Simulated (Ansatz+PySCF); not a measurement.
The numbers below are computed, except where a source is named.
This PySCF input gave a total energy of -108.81784 hartree.

```python
from pyscf import gto, scf

mol = gto.M(atom="""
N 0.000000 0.000000 -0.592790
N 0.000000 0.000000 0.592790
""", basis='def2-svp', charge=0, spin=0)
mf = scf.RHF(mol)
mf.init_guess = '1e'
mf.kernel()
while True:  # follow internal instabilities
    mo, _, stable, _ = mf.stability(return_status=True)
    if stable: break
    mf.kernel(mf.make_rdm1(mo, mf.mo_occ))
print(mf.converged, mf.e_tot, mf.spin_square()[0])
```

(1) Write an input for Ansatz with the same method and basis set.

Answers

(1)

```yaml
crystal:
  periodic: [false, false, false]
  atoms:
    - { symbol: "N", position_ang: [0.0, 0.0, -0.59279] }
    - { symbol: "N", position_ang: [0.0, 0.0, 0.59279] }
basis:
  gaussian: { orbitals: def2-SVP }
hamiltonian:
  xc: hf
```

Ansatz (development build ahead of 0.2.0) gave -108.81784 hartree, 0.03 meV from the first.
